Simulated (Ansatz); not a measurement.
Dissociation curve of SMILES C#CC. The C1–C5 bond (C1 also carries H, H, H; C5 carries C) is varied alone, starting from the PBE0/def2-TZVP optimised geometry.

UCCSD(T) = CCSD(T) on UHF/cc-pVTZ, frozen core run with Ansatz (a first-principles code); RHF/cc-pVTZ (Ansatz); RCCSD = CCSD on RHF/cc-pVTZ, frozen core run with Ansatz; UCCSD = CCSD on UHF/cc-pVTZ, frozen core run with Ansatz; UKS-CAM-B3LYP = unrestricted CAM-B3LYP/cc-pVTZ (Ansatz).

Energies are in kcal/mol, each relative to the lowest point of its own curve near equilibrium.

| R / Å | UCCSD(T) | RHF | RCCSD | UCCSD | UKS-CAM-B3LYP |
|---|---|---|---|---|---|
| 1.16 | 65.3 | 66.7 | 65.2 | 65.2 | 60.3 |
| 1.22 | 37.3 | 38.0 | 37.2 | 37.2 | 33.7 |
| 1.30 | 14.4 | 14.6 | 14.3 | 14.3 | 12.5 |
| 1.37 | 4.1 | 4.1 | 4.1 | 4.1 | ___ |
| 1.40 | 1.8 | 1.7 | 1.7 | 1.7 | 1.3 |
| 1.45 | 0.0 | 0.0 | 0.0 | 0.0 | 0.0 |
| 1.49 | ___ | 0.2 | 0.2 | 0.2 | 0.5 |
| 1.51 | 0.6 | ___ | 0.7 | 0.7 | ___ |
| 1.59 | 4.8 | 5.4 | 5.1 | 5.1 | 5.9 |
| 1.68 | 12.5 | 13.8 | 13.0 | 13.0 | 14.1 |
| 1.83 | 29.0 | 31.9 | 29.9 | 29.9 | 31.3 |
| 1.93 | 40.9 | 45.1 | 42.2 | 42.2 | 43.7 |
| 2.20 | 73.3 | 80.3 | 74.2 | 75.7 | 76.4 |
| 2.37 | 92.1 | 100.5 | 91.9 | 94.6 | 94.9 |
| 2.62 | 114.0 | 126.3 | 113.6 | 115.2 | 116.2 |
| 2.88 | 127.7 | 148.5 | 130.5 | 126.8 | 128.0 |
| 3.17 | 134.0 | ___ | — | 132.0 | 134.7 |
| 3.53 | 136.6 | ___ | — | 134.2 | 138.4 |
| 3.90 | 137.5 | 202.4 | — | 135.0 | 139.9 |
| 4.42 | 137.9 | 217.5 | — | 135.4 | 140.6 |
| 5.11 | 138.1 | — | — | 135.5 | 140.9 |

Question: Some entries are withheld; supply them.

Answer: 
- 1.37, UKS-CAM-B3LYP: 3.2
- 1.49, UCCSD(T): 0.1
- 1.51, RHF: 0.8
- 1.51, UKS-CAM-B3LYP: 1.1
- 3.17, RHF: 168.5
- 3.53, RHF: 187.6

Dashes: no converged value, or the column stops at the first point that the program doubted or that broke a chosen test of continuity, which isn't proof of a fault.

The unrestricted determinant behind UCCSD(T), UCCSD is spin-contaminated at 2.20 to 5.11 Å (<S²> up to 1.4, against 0.00 for a pure singlet). The restricted form behind RHF keeps the bonding electrons paired and can't separate into open-shell fragments. The T1 diagnostic of CCSD on the restricted reference of RCCSD exceeds 0.045 at 2.88 to 4.42 Å. The unrestricted determinant behind UKS-CAM-B3LYP is spin-contaminated at 2.62 to 5.11 Å (<S²> up to 1.0, against 0.00 for a pure singlet).
